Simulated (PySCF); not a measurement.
Compound: t-cyanovinylacetylene, C5H3N.
Atom-mapped SMILES: `[CH:1]#[C:2]/[CH:3]=[CH:4]/[C:5]#[N:6]` (hydrogens: H7 on C1; H8 on C3; H9 on C4)

The same species was optimised twice, with GFN2-xTB and with PBE0-D3(BJ)/def2-SVP (PySCF), and the same property calculations (PySCF, gas phase) were run on both structures.

| coordinate | GFN2-xTB | PBE0-D3(BJ)/def2-SVP | change |
| --- | --- | --- | --- |
| C4–C5 (Å) | 1.404 | 1.423 | +0.019 |
| C5≡N6 (Å) | 1.148 | 1.160 | +0.012 |
| C2–C3 (Å) | 1.404 | 1.416 | +0.012 |
| C1≡C2 (Å) | 1.202 | 1.214 | +0.012 |
| C3=C4 (Å) | 1.342 | 1.350 | +0.008 |
| C1–C2–C3 (°) | 179.7 | 178.7 | -1.0 |
| C4–C5–N6 (°) | 179.7 | 179.0 | -0.7 |
| C2–C3–C4 (°) | 122.9 | 123.6 | +0.7 |
| C3–C4–C5 (°) | 122.1 | 122.4 | +0.3 |

Rotational constants: A = 46316, B = 1502, C = 1455 MHz (GFN2-xTB) against A = 46731, B = 1464, C = 1419 MHz (PBE0-D3(BJ)/def2-SVP). Point groups within 0.08 Å: Cs and Cs.

On the GFN2-xTB structure: HOMO (eV) -7.83 [PBE0/pcSseg-1]; LUMO (eV) -2.46 [PBE0/pcSseg-1]; dipole (D) 4.11 [PBE0/pcSseg-1]; GIAO shielding of C1 (ppm) 83.9 [PBE0/pcSseg-1]; GIAO shielding of C2 (ppm) 101.9 [PBE0/pcSseg-1]; GIAO shielding of C3 (ppm) 48.2 [PBE0/pcSseg-1]; GIAO shielding of C4 (ppm) 66.6 [PBE0/pcSseg-1]; GIAO shielding of C5 (ppm) 64.7 [PBE0/pcSseg-1]; GIAO shielding of N6 (ppm) -64.3 [PBE0/pcSseg-1].

**Question.** What do these properties become on the PBE0-D3(BJ)/def2-SVP structure?

**Answer.** 
```tsv
property	level	on GFN2-xTB	on PBE0-D3(BJ)/def2-SVP	change
HOMO (eV)	PBE0/pcSseg-1	-7.83	-7.82	+0.01
LUMO (eV)	PBE0/pcSseg-1	-2.46	-2.50	-0.04
dipole (D)	PBE0/pcSseg-1	4.11	4.17	+0.06
energy, GFN2-xTB geometry as zero (kcal/mol)	PBE0/pcSseg-1	0.0	-0.3	-0.3
GIAO shielding of C1 (ppm)	PBE0/pcSseg-1	83.9	81.9	-2.0
GIAO shielding of C2 (ppm)	PBE0/pcSseg-1	101.9	101.7	-0.2
GIAO shielding of C3 (ppm)	PBE0/pcSseg-1	48.2	45.8	-2.4
GIAO shielding of C4 (ppm)	PBE0/pcSseg-1	66.6	63.4	-3.2
GIAO shielding of C5 (ppm)	PBE0/pcSseg-1	64.7	62.5	-2.2
GIAO shielding of N6 (ppm)	PBE0/pcSseg-1	-64.3	-70.0	-5.7
```

The heavy atoms differ by 0.027 Å rms after alignment. Among bonds between heavy atoms C4–C5 changes most (+0.019 Å). Changes are differences of the printed values. Neither structure is proved a minimum here.
